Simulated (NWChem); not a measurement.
Correlation energy of disulfur (S$_{2}$)

```
S
S 1 1.9039
```
Charge 0, spin multiplicity 3.

Everything below was run with NWChem. The geometry was optimised at UPBE0/def2-SVP, a minimum by its harmonic frequencies.

Basis set: cc-pVDZ. Each correlation energy counts from its own Hartree-Fock reference.

The correlated methods keep 10 core orbitals frozen. The unpaired electrons of the parent sit in orbitals of symmetry b2g and b3g (D2h labels of the run); other states weren't searched. No SCF solution was tested for a lower state. Open-shell Hartree-Fock references start from PBE0 orbitals. Coupled-cluster values serve here as a point of comparison, not as the truth.

Q: One of these methods gave a correlation energy of -238.7 mHa. Which?
(A) CCSD[T] on UHF
(B) SCS-UMP2
(C) CCSD on UHF
(D) URI-MP2

A: D, URI-MP2. The others give -226.4 (SCS-UMP2), -260.4 (CCSD on UHF), -270.5 (CCSD[T] on UHF).
